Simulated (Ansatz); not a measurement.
C4H6O can be A, `CC#COC`, or B, `C1=CCOC1`.

Isolated molecules relaxed with PBE0-D4/def2-TZVP in Ansatz; ΔE leaves out vibrations. CBS: MP2 limit from def2 TZ/QZ plus the TZ coupled-cluster correction, frozen cores. DFT in def2-TZVPP. B3LYP here is the variant with VWN-RPA as its local correlation; programs differ in this.

A:

```xyz
11

C    -1.0393   -1.7975    1.2003
C    -0.6431   -0.5394    0.5910
C    -0.3293    0.5088    0.0967
O    -0.0183    1.6576   -0.4226
C     1.1526    1.6391   -1.2411
H    -1.5506   -2.4485    0.4863
H    -1.7194   -1.6234    2.0382
H    -0.1730   -2.3396    1.5881
H     2.0195    1.3300   -0.6527
H     1.2870    2.6570   -1.6018
H     1.0139    0.9560   -2.0823
```

B:

```xyz
11

C    -0.571   -0.751   -0.587
C     0.689   -0.850   -0.193
C     1.073    0.373    0.571
O    -0.089    1.184    0.582
C    -1.141    0.547   -0.122
H    -1.130   -1.479   -1.160
H     1.363   -1.675   -0.380
H     1.904    0.916    0.099
H     1.377    0.143    1.603
H    -2.005    0.409    0.544
H    -1.470    1.182   -0.957
```

Problem. Which is lower in electronic energy at CCSD(T)/CBS, and by how much? (Best estimate.)

Solution. Ansatz gave: B, by 146.9 kJ/mol.

Problem. Give E(B) − E(A) in kJ/mol with HF/def2-TZVPP, CCSD(T)/def2-TZVPP, MP2/def2-TZVPP, PBE-D4, B2PLYP, B3LYP, B3LYP-D4. (Best estimate.)

Solution. Computed: HF/def2-TZVPP -133.4, CCSD(T)/def2-TZVPP -145.6, MP2/def2-TZVPP -139.7, PBE-D4 -142.6, B2PLYP -130.7, B3LYP -126.5, B3LYP-D4 -133.4. None reverses the order clearly.

Largest T1 diagnostic: 0.012.

From PBE to PBE0 (25 % exact exchange), in def2-TZVPP and without D4, E(B) − E(A) moves by −12.5 kJ/mol. The D4 term adds −6.9 kJ/mol with B3LYP and −3.3 kJ/mol with PBE0; it sums over pairs of atoms, weighted by their polarisabilities, and B3LYP, whose exchange is more repulsive, gets the larger term.
